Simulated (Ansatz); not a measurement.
**doublet LiF(+): levels of theory in one basis**

```xyz
2

Li    0.0000    0.0000   -1.0874
F     0.0000    0.0000    1.0874
```

Basis set: def2-SVP (spherical functions). Correlated methods keep 1 orbital frozen. Correlation on ROHF uses semicanonical orbitals with singles. Charge 1, multiplicity 2.

Computed with Ansatz (development build ahead of 0.2.0); each method stands on the lowest determinant of its kind that the runs found.

```csv
method,E − E(ROHF) (eV),<S²> of the determinant
ROHF,0.00,0.75
UHF,-0.10,0.75
ROHF-MP2,-3.98,–
UHF-MP2,-3.97,0.75
ROHF-CCSD(T),-4.32,–
UHF-CCSD(T),-4.32,0.75
```

Q: Is a single determinant a sound starting point here?

A: By this sign, yes. Unrestricted orbitals gain 0.10 eV and <S²> is 0.75 against 0.75 for a pure state.
